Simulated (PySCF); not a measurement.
# Highest orbital energy against ionisation energy along group 15

Calculated with PySCF 2.14, no spin-orbit coupling. Each cell gives −ε(HOMO) / ΔSCF in eV; NIST values include spin-orbit coupling, (s) semi-empirical, (t) theoretical.

| species | UHF | LDA | PBE | PBE0 | r2SCAN | NIST (lowest levels) |
| --- | --- | --- | --- | --- | --- | --- |
| N (def2-QZVPPD, non-relativistic) | 15.535 / 13.895 | 8.390 / 15.006 | 8.285 / 14.726 | 10.206 / 14.699 | 8.886 / 14.801 | 14.534 |
| P (def2-QZVPPD, non-relativistic) | 10.669 / 9.906 | 6.287 / 10.576 | 6.279 / 10.486 | 7.526 / 10.527 | 6.693 / 10.635 | 10.487 |
| As (def2-QZVPPD, non-relativistic) | 10.072 / 9.436 | 5.990 / 10.051 | 5.945 / 9.908 | 7.129 / 9.970 | 6.339 / 10.111 | 9.789 |
| Sb (def2-QZVPPD with the def2 core potential (28 electrons), ECP) | 9.096 / 8.574 | 5.519 / 9.119 | 5.460 / 8.961 | 6.518 / 9.037 | 5.826 / 9.165 | 8.608 |
| Bi (def2-QZVPPD with the def2 core potential (60 electrons), ECP) | 8.682 / 8.204 | 5.283 / 8.751 | 5.191 / 8.564 | 6.203 / 8.636 | 5.558 / 8.759 | 7.286 |

Q: How far is −ε(HOMO) from ΔSCF on average for each method, and why?

A: UHF 0.81 eV; LDA -4.41 eV; PBE -4.30 eV; PBE0 -3.06 eV; r2SCAN -4.03 eV. Hartree-Fock orbital energies lack relaxation and so exceed the ΔSCF value; semilocal functionals have convex E(N) from self-interaction, so their HOMO lies far too high; exact exchange moves hybrids part of the way back.
